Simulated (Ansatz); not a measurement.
# B₂H (quartet): wB97X-V, wB97M-V, B2PLYP over a scan of the scale of all distances, 6-31G

How well do these functionals follow the top wave-function level for B₂H (quartet) over a scan of the scale of all distances?

Program: Ansatz 0.2.0, Gaussian basis. Level of theory: 6-31G, all electrons in the functionals, frozen cores in the correlation of double hybrids and RPA. These are calculated values, not measurements.

The runs, in order: wB97X-V, wB97M-V, B2PLYP, at 0.873; 1.000; 1.139; 1.310; 1.488; 1.747; 2.038; 2.418.

14 further runs of the same task are left out: 14 that didn't finish.

## Step 1: What is computed

The geometry derives from a PBE0/def2-TZVP stationary point (not a proven minimum). All distances are scaled together.

3 atoms, charge 0, spin multiplicity 4.

Atoms are counted from 1 here; the program's logs count them from 0.

Bond lengths: B1–B2 1.520 Å, B1–H3 1.178 Å. Angles: B2–B1–H3 180.0°.

Coordinates:

```xyz
3
charge 0, multiplicity 4
B     0.0000    0.0000    0.1141
B     0.0000    0.0000   -1.4064
H     0.0000    0.0000    1.2923
```

No dispersion term is added; wB97X-V, wB97M-V hold VV10 nonlocal correlation.

The geometry shown and the zero of energy belong to the point 1.000. The yardstick, FCI, and other wave-function levels (R restricted, U unrestricted, valence and pair active spaces) come from earlier runs.

## Step 2: wB97X-V, 0.873

Input file in.yaml:

```yaml
crystal:
  periodic: [false, false, false]
  atoms:
    - {symbol: B, position_ang: [0.000000, 0.000000, 0.099574]}
    - {symbol: B, position_ang: [0.000000, 0.000000, -1.227758]}
    - {symbol: H, position_ang: [0.000000, 0.000000, 1.128184]}
basis:
  gaussian: {orbitals: 6-31G}
magnetization: {spin_polarized: true, initial_magnetization: 3}
hamiltonian: {xc: {name: wB97X-V}}
```

Command:

```
ansatz run in.yaml --threads 1 --pin off --events-out ev --progress --plain --max-ram 2393MiB
```

Further steps of the session: wB97X-V, 1.000; wB97X-V, 1.139; wB97X-V, 1.310; wB97X-V, 1.488; wB97X-V, 1.747; wB97X-V, 2.038; wB97X-V, 2.418; wB97M-V, 0.873; wB97M-V, 1.000; wB97M-V, 1.139; wB97M-V, 1.310; wB97M-V, 1.488; wB97M-V, 1.747; wB97M-V, 2.038; wB97M-V, 2.418; B2PLYP, 0.873; B2PLYP, 1.000; B2PLYP, 1.139; B2PLYP, 1.310; B2PLYP, 1.488; B2PLYP, 1.747; B2PLYP, 2.038; B2PLYP, 2.418.

Q: Predict the results of all the runs planned. Wanted: span of the FCI curve; largest miss, wB97X-V; largest miss, wB97M-V; largest miss, B2PLYP.

As calculated:

```
             quantity              value
span of the FCI curve           6.541 eV
largest miss, wB97X-V  +0.977 eV (1.488)
largest miss, wB97M-V  +1.083 eV (1.747)
 largest miss, B2PLYP  +0.871 eV (1.488)
```

**Reading.** Of the functionals, B2PLYP keep the smallest largest miss at the points compared (at most 0.871 eV) and wB97M-V strays most (1.083 eV, at 1.747). Functionals and the yardstick converge differently with the basis, so part of each miss in 6-31G is the basis.
